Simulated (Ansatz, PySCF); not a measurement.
The pair A = NH3 (SMILES N) (first 4 atoms), B = NH3 (SMILES N); geometry from A24 set.
(charge 0, multiplicity 1):
```tsv
atom	x (Å)	y (Å)	z (Å)
N	-0.0500	-1.5871	0.0000
H	0.1230	-2.1685	0.8111
H	0.1230	-2.1685	-0.8111
H	0.6599	-0.8624	0.0000
N	0.0500	1.5871	0.0000
H	-0.1230	2.1685	0.8111
H	-0.6599	0.8624	0.0000
H	-0.1230	2.1685	-0.8111
```

Rows in 6-31G* carry no dispersion term and start afresh at each structure (6-31G* with six Cartesian d functions).

Codes used: Ansatz (a program for electronic structure) with Gaussian orbitals; PySCF for 6-31G* rows. Values without a source in brackets are computed.

Total energies (hartree), monomers frozen at their geometry in the pair:

```tsv
structure	HF/6-31G*	HF/aug-cc-pVDZ	B3LYP/def2-TZVPPD
AB	-112.3731403	-112.4134025	-113.1841887
A in the pair's basis	-56.1848654	-56.2055532	-56.5903434
B in the pair's basis	-56.1848654	-56.2055532	-56.5903434
A	-56.1840537	-56.2053436	-56.5902791
B	-56.1840537	-56.2053436	-56.5902791
```

Q: Work out the interaction energy without and with the counterpoise correction, and the superposition error, for each level.

A: 
E(AB) − E(A) − E(B), times 627.509 kcal/mol, with the monomers in their own basis and then in the pair's basis:
- HF/6-31G*: -3.16 uncorrected, -2.14 corrected; the monomers gain 1.02 kcal/mol from borrowed functions
- HF/aug-cc-pVDZ: -1.70 uncorrected, -1.44 corrected; the monomers gain 0.26 kcal/mol from borrowed functions
- B3LYP/def2-TZVPPD: -2.28 uncorrected, -2.20 corrected; the monomers gain 0.08 kcal/mol from borrowed functions
